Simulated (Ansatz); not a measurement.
We consider bcc Mo, described by PBEsol (plane waves, PAW; Ansatz, an electronic-structure program).

Run with plane-wave cutoff 500 eV, 32×32×32 k mesh, Fermi–Dirac smearing 0.1 eV, no spin polarisation, scalar-relativistic PAW data made under PBE.

Computed at the level's own relaxed cell.

Question: Give the computed volume per atom and lattice constant a.

Answer: 
* **volume per atom**: 15.33 Å³/atom
* **lattice constant a**: 3.130 Å

Measured, for comparison: equilibrium volume per atom 15.49 Å³/atom, lattice constant a 3.141 Å (static lattice: zero-point anharmonic expansion removed; as tabulated in Mejia-Rodriguez and Trickey (2018), arXiv:1807.09216). Computed (rounded) less measured: equilibrium volume per atom -1.0 %, lattice constant a -0.4 %.

Static lattice: no zero-point or thermal effects.

It cost very roughly 60 core-seconds of CPU time.
